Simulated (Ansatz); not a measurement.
# Si2NH6 (SMILES N[SiH][SiH3]): UCCSD(T)/6-311+G(d,p)

What is the vertical doublet–quartet gap of Si2NH6 at UCCSD(T)/6-311+G**? 

Program for the calculation: Ansatz 0.2.0.

26 further runs of the same task are left out: 26 set aside as unsound or not needed. Runs told in other sessions of the task aren't counted.

## (1) The molecule

The species is Si2NH6 (9 atoms), meant as a doublet with charge 0. As SMILES, `N[SiH][SiH3]`. The shape is that of a PBE0-D4/def2-TZVP optimisation. This is one conformer, not always the lowest.

Bond lengths: N1–Si2 1.725 Å, Si2–Si3 2.338 Å, N1–H4 1.007 Å, N1–H5 1.007 Å, Si2–H6 1.494 Å, Si3–H7 1.491 Å, Si3–H8 1.490 Å, Si3–H9 1.488 Å. Some angles: N1–Si2–Si3 110.8°, N1–Si2–H6 105.7°, Si3–Si2–H6 112.7°, Si2–N1–H4 121.0°, Si2–N1–H5 120.5°, Si2–Si3–H7 114.8°, Si2–Si3–H8 108.4°, Si2–Si3–H9 108.6°, H4–N1–H5 111.4°, H7–Si3–H8 107.8°.

## (2) The energy at UCCSD(T)/6-311+G(d,p)

Input file in.yaml:

```yaml
crystal:
  periodic: [false, false, false]
  atoms:
    - {symbol: N, position_ang: [-0.800100, 0.840300, -1.401300]}
    - {symbol: Si, position_ang: [-0.412600, 0.902100, 0.278900]}
    - {symbol: Si, position_ang: [0.627800, -1.077000, 0.962500]}
    - {symbol: H, position_ang: [-1.356700, 0.089900, -1.777700]}
    - {symbol: H, position_ang: [-0.920900, 1.689300, -1.930000]}
    - {symbol: H, position_ang: [0.461600, 2.102100, 0.448200]}
    - {symbol: H, position_ang: [1.938500, -1.353900, 0.307200]}
    - {symbol: H, position_ang: [-0.282400, -2.217000, 0.659800]}
    - {symbol: H, position_ang: [0.833300, -1.021900, 2.435300]}
basis:
  gaussian:
    orbitals: 6-311+G_st__st_-spherical.json
magnetization:
  spin_polarized: true
  initial_magnetization: 1
correlation:
  method: ccsd_t
  frozen_orbitals: {H: 0, "N": 1, Si: 5}
accuracy: high
scf:
  omitted_lower_state_checks: [cluster_reference, increment]
```

The basis set 6-311+G** is read from a file made from the Basis Set Exchange's data (not shown).

Launch:

```
$ ansatz run in.yaml --threads 1 --pin off --max-ram 2610MiB --events-out events.jsonl --progress --plain --runs-dir runs
```

Output, cut to the lines that bear on the results:

```text
Warning: RAYON_NUM_THREADS=1 ignored (pool sized by the plan → 1); use --threads N
Functional definition: HF
  name "HF"
[...]
2208 factors; integrals over basis functions are off by at most 3.1e-8 eV
[...]
mean field -17301.51743918 eV, -635.8190385001 hartree, gradient 4.0e-8 eV, S^2 0.757883; 0 other end points of the search recorded, 0 dependent functions left out
11 core orbitals not correlated: weight in the atoms' cores, before any rotation towards them, 1.000 or more for the frozen orbitals, at most 0.000 for the correlated occupied ones
reference -17301.51743918 eV, -635.8190385001 hartree; 10, 9 occupied and 97, 98 virtual orbitals, 2208 factors
second order -10.22806043 eV of doubles, -0.00000000 eV of singles
cycle   1  -11.06096323 eV  change   -8.3e-1 eV  update   8.4e-2
[...]
cycle  25  -11.51550214 eV  change   2.5e-10 eV  update   1.1e-9
perturbative correction -0.34469716 eV, -0.0126673869 hartree
Total energy: -17313.37763847 eV, -636.2548927850 hartree
Checks for a lower state left out: cluster_reference, increment
```

Wall time 39 s (1 thread of AMD EPYC 9R45 (Zen 5), shared host); peak memory 2.1 GiB.

## (3) The quartet at the same level

Input file molecule.yaml:

```yaml
crystal:
  periodic: [false, false, false]
  atoms:
    - {symbol: N, position_ang: [-0.800100, 0.840300, -1.401300]}
    - {symbol: Si, position_ang: [-0.412600, 0.902100, 0.278900]}
    - {symbol: Si, position_ang: [0.627800, -1.077000, 0.962500]}
    - {symbol: H, position_ang: [-1.356700, 0.089900, -1.777700]}
    - {symbol: H, position_ang: [-0.920900, 1.689300, -1.930000]}
    - {symbol: H, position_ang: [0.461600, 2.102100, 0.448200]}
    - {symbol: H, position_ang: [1.938500, -1.353900, 0.307200]}
    - {symbol: H, position_ang: [-0.282400, -2.217000, 0.659800]}
    - {symbol: H, position_ang: [0.833300, -1.021900, 2.435300]}
basis:
  gaussian:
    orbitals: 6-311+G_st__st_-spherical.json
magnetization:
  spin_polarized: true
  initial_magnetization: 3
correlation:
  method: ccsd_t
  frozen_orbitals: {H: 0, "N": 1, Si: 5}
accuracy: high
scf:
  omitted_lower_state_checks: [cluster_reference, increment]
```

The basis set 6-311+G** is read from a file made from the Basis Set Exchange's data (not shown).

Launch:

```
$ ansatz run molecule.yaml --threads 1 --pin off --max-ram 2610MiB --events-out events.jsonl --progress --plain --runs-dir runs
```

Output, cut to the lines that bear on the results:

```text
Warning: RAYON_NUM_THREADS=1 ignored (pool sized by the plan → 1); use --threads N
[... 2 set-up lines as earlier in the session ...]
[...]
2208 factors; integrals over basis functions are off by at most 3.1e-8 eV
[...]
mean field -17296.23599943 eV, -635.6249491692 hartree, gradient 2.5e-8 eV, S^2 3.763815; 11 other end points of the search recorded, 0 dependent functions left out
11 core orbitals not correlated: weight in the atoms' cores, before any rotation towards them, 1.000 or more for the frozen orbitals, at most 0.000 for the correlated occupied ones
reference -17296.23599943 eV, -635.6249491692 hartree; 11, 8 occupied and 96, 99 virtual orbitals, 2208 factors
second order -9.24677893 eV of doubles, -0.00000000 eV of singles
cycle   1  -10.28893024 eV  change    -1.0e0 eV  update   8.7e-2
[...]
cycle  31  -10.74729195 eV  change  -1.1e-10 eV  update   2.2e-9
perturbative correction -0.31081352 eV, -0.0114221862 hartree
Total energy: -17307.29410490 eV, -636.0313270496 hartree
Checks for a lower state left out: cluster_reference, increment
```

Run time: 47 s. Hardware: 1 thread of AMD EPYC 9R45 (Zen 5), shared host; peak memory 2.2 GiB.

## (4) Outcome

At UCCSD(T)/6-311+G**, 11 core orbitals frozen:

| quantity | value |
| --- | --- |
| doublet: total energy | -636.25489 Eh |
| doublet: correlation energy (11 core orbitals frozen) | -435.9 mEh |
| doublet: (T) correction | -12.67 mEh |
| doublet: ⟨S²⟩ of the reference determinant | 0.758 |
| doublet: T1 diagnostic | 0.015 |
| quartet: total energy | -636.03133 Eh |
| quartet: correlation energy (11 core orbitals frozen) | -406.4 mEh |
| quartet: (T) correction | -11.42 mEh |
| quartet: ⟨S²⟩ of the reference determinant | 3.764 |
| quartet: T1 diagnostic | 0.024 |
| vertical energy of the quartet above the doublet | 6.084 eV |

**Reading.** At this shape the quartet lies 6.08 eV (140 kcal/mol) above the doublet. The triples (doublet) make up 2.9 % of the correlation energy. The triples (quartet) make up 2.8 % of the correlation energy.
